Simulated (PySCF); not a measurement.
Below is a simulated gas-phase P 2p photoelectron spectrum of `[H][Al]([H])([H])<-[PH3]` (Al(PH3)H3).

Every computed line was given a Gaussian of 1.0 eV full width at half maximum and an area set by the number of equivalent atoms (split 2:1 within a doublet); the highest printed point is 100. Method used: PySCF 2.14.0, delta-SCF UKS SCAN, pcX-2 on the ionised atom, pcseg-1 elsewhere, spin-free X2C.

| binding energy (eV) | intensity |
| --- | --- |
| 136.7 | 0 |
| 136.8 | 0 |
| 136.9 | 1 |
| 137.0 | 2 |
| 137.1 | 3 |
| 137.2 | 6 |
| 137.3 | 10 |
| 137.4 | 16 |
| 137.5 | 24 |
| 137.6 | 35 |
| 137.7 | 48 |
| 137.8 | 61 |
| 137.9 | 75 |
| 138.0 | 86 |
| 138.1 | 95 |
| 138.2 | 100 |
| 138.3 | 100 |
| 138.4 | 97 |
| 138.5 | 91 |
| 138.6 | 85 |
| 138.7 | 78 |
| 138.8 | 72 |
| 138.9 | 67 |
| 139.0 | 62 |
| 139.1 | 57 |
| 139.2 | 51 |
| 139.3 | 45 |
| 139.4 | 38 |
| 139.5 | 30 |
| 139.6 | 23 |
| 139.7 | 17 |
| 139.8 | 12 |
| 139.9 | 8 |
| 140.0 | 5 |
| 140.1 | 3 |
| 140.2 | 2 |
| 140.3 | 1 |
| 140.4 | 0 |
| 140.5 | 0 |

Problem. Count the maxima, the lines and the sites behind this envelope.

Solution. The curve has 1 maximum (at 138.3 eV). Under it lie 2 lines from 1 inequivalent phosphorus site, drawn as a 2p3/2, 2p1/2 pair. At this width some lines have no maximum of their own.

Problem. Decompose the envelope and assign each component. Bonds: Al1–P2. Hydrogens: H6, H7, H8 on Al1; H3, H4, H5 on P2.

Solution. 
```csv
position (eV),relative area,line,atoms,environment
138.20,0.67,P 2p3/2,P2,phosphorus bonded to Al and 3 H
139.09,0.33,P 2p1/2,P2,phosphorus bonded to Al and 3 H
```

Problem. What are the centre and the root-mean-square width of the whole band?

Solution. The area-weighted mean of the lines is 138.50 eV. Their own spread about it is 0.42 eV (rms) and each Gaussian has σ = 1.0/2.355 = 0.42 eV; the variances add, which gives 0.60 eV.

The curve has no shake-up lines and no vibrational structure. Spin–orbit coupling isn't in the SCF: each 2p doublet comes from a relaxed spin-free hole plus a matrix of the shell (mean-field spin–orbit coupling and the ground-state 2p splitting), with 2p3/2 averaged over its two sublevels. 2p1/2 minus 2p3/2 (ligand field included): P 0.89 eV. Geometry: PBE0-D3(BJ)/def2-SVP; no solvent, vibrations or thermal averaging.
